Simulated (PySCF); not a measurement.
A single F atom.

Basis set: cc-pVTZ (spherical functions). Left uncorrelated: 1 orbital. Charge 1, multiplicity 1.

Starred EOM-CCSD(T)(a) on the restricted Hartree–Fock determinant with PySCF 2.14.0; the energies are vertical.

Problem. The solver was asked for the few lowest roots only. Give the electron affinities of singlet F(+) among them whose weight of singles is over 0.7 (positive where the electron binds).

Solution.

```tsv
root	energy (eV)	weight of singles
1	20.19	0.96
```

Higher main lines weren't sought. Caution: the closed shell is not the ground state.
